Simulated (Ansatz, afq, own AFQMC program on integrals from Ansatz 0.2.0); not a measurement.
Integrals from Ansatz 0.2.0, then the random walk in our own AFQMC program (afq).

```yaml
crystal:
  periodic: [false, false, false]
  atoms:
    - {symbol: B, position_ang: [0.000000, 0.000000, 0.000000]}
    - {symbol: O, position_ang: [0.000000, 0.000000, 1.200581]}
basis:
  gaussian: {orbitals: 6-31G}
magnetization: {spin_polarized: true, initial_magnetization: 1}
correlation: {method: ccsd_t, electrons: outside_noble_gas, hamiltonian_folder: ham}
```

```sh
$ ansatz run in.yaml --threads 1 --pin off --events-out ev --progress --plain --max-ram 24576MiB --backend cuda --devices 0, --max-vram 18GiB
```

afq runs on the folder ham with

```
--method phaseless --trial hf --walkers 4000 --populations 20 --least-time 40 --time-step 0.005 --steps-per-block 20 --equilibration-blocks 112 --max-blocks 4000 --target-error 0.0009000 --factor-cut 1e-05 --start spin_pure --seed 6394 --taylor-order 6
```

Times are imaginary, in 1/Eh. The walk had a cap of 49 s. With eight or more populations the least sampling time is a fifth of least-time, and the error comes from their spread.

afq prints:

```
orbitals 16  electrons 5 4  factors 92 of 201
reference energy -99.47429176 Eh
CCSD correlation -0.17399351 Eh in 13 cycles, weight of the determinant in the CISD state 0.9043
energy of the start -99.477332 Eh
 block  time / (1/Eh)  mean weight  energy / Eh
     1     0.100  1.0004  -99.521987
     2     0.200  1.0014  -99.553504
     3     0.300  1.0012  -99.580231
     4     0.400  1.0011  -99.594177
     5     0.500  1.0011  -99.606799
     8     0.800  1.0004  -99.626581
    17     1.700  1.0004  -99.651527
    41     4.100  0.9999  -99.668256
    65     6.500  1.0000  -99.657684
    89     8.900  0.9998  -99.655414
   105    10.500  0.9997  -99.647735
   113    11.300  1.0002  -99.650664
   137    13.700  0.9997  -99.656015
   161    16.100  0.9999  -99.659880
   185    18.500  0.9999  -99.656155
   209    20.900  0.9996  -99.651414
   233    23.300  0.9998  -99.652995
   249    24.900  0.9998  -99.672658
   257    25.700  1.0004  -99.656171
   281    28.100  0.9998  -99.662791
   305    30.500  1.0000  -99.669313
   329    32.900  0.9997  -99.650479
   337    33.700  1.0000  -99.661348
error from the spread of 20 populations
energy -99.658534 +/- 0.000880 Eh
(rows thinned)
```

The run passed its tests (sampling time, drift between the halves within three errors, error under three times the target), which doesn't prove that it has relaxed.

Against this walk (error 23.9 meV) on the same determinant: CCSD(T) 106.0 meV higher, CCSDT(Q) 52.9 meV higher, CCSDTQ 60.0 meV higher, full CI 60.2 meV higher, a separate phaseless walk with a CISD trial and standard settings 69.4 ± 24.4 meV higher. The error is statistical and leaves out the bias of the constraint.

Cautions: constraint bias not in the error; unrestricted determinant slightly spin contaminated (⟨S²⟩ 0.84 against 0.75).

The walk took 42 s on 1 × NVIDIA H100 80GB HBM3 with 2 threads of AMD EPYC 7R13 Processor (Zen 3), on a shared host (the card was shared). The log's last line is the phaseless energy.

CCSDT and higher add their correlation energy to the determinant of the CCSD(T) run, since their own runs factorise the integrals more tightly (a shift of under 2 meV). A walk keeps the symmetry of its determinant, which the program's search chose and which needn't be the lowest solution, so a lower state of the same spin and another symmetry isn't excluded.
